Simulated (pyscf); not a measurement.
`[CH]=[CH][GeH3]` [doublet] → `[GeH3]` [doublet] + `[CH]#[CH]`, a bond scission (doublet surface; C–Ge broken, none formed). Optimised with ωB97X-D3(BJ)/def2-SVP in PySCF. MP2 and CC: frozen core, UHF for open shells. ΔMP2 is the change of the MP2 total energy from the triple- to the quadruple-zeta basis. Energies in eV from the reactant's lowest minimum found.

GFN2-xTB: tblite. Open shells are spin-unrestricted. 

Question: In single points GFN2-xTB puts the saddle at 0.48 eV and the reaction energy at +0.48 eV. Should these be trusted to within a few kcal/mol? Compare with CCSD(T)/def2-TZVPP + ΔMP2(QZVPP).

Answer: CCSD(T)/def2-TZVPP + ΔMP2(QZVPP) gives ΔE‡ = 0.99 eV and ΔE = +0.75 eV. GFN2-xTB lies 0.51 eV under it in the barrier and 0.27 eV under it in the reaction energy, so on this step it does not hold to within 0.13 eV. At GFN2-xTB this geometry lies under one side, so its ΔE‡ may be no barrier of that level. CCSD(T)/def2-TZVPP + ΔMP2(QZVPP) has limits of its own. On the reactant side the descent ends in a point that may be a rotor saddle (no frequency run), 0.04 eV over the lowest minimum found and 1.04 eV under the saddle at ωB97X-D3(BJ)/def2-TZVP. At ωB97X-D3(BJ)/def2-TZVP the barrier from the zero used here is 1.08 eV. •HC=CH–GeH₃ lies 1.17 eV over its isomer H₂C=CH–GeH₂• (electronic energy, ωB97M-D3(BJ)/def2-TZVP). This is the saddle that the search found; another between the same sides may lie lower. The CCSD(T) − MP2 part came from Ansatz, without density fitting, on the same reference. A UHF reference is spin-contaminated (<S²> up to 0.97), which harms MP2 most. The frozen core leaves the outer d or s,p core shells of the metals and heavy elements correlated in the MP2 and CC values, and def2-TZVPP describes them poorly, which can shift differences by a few kcal/mol. In the def2 sets elements up to Kr have no core potential.
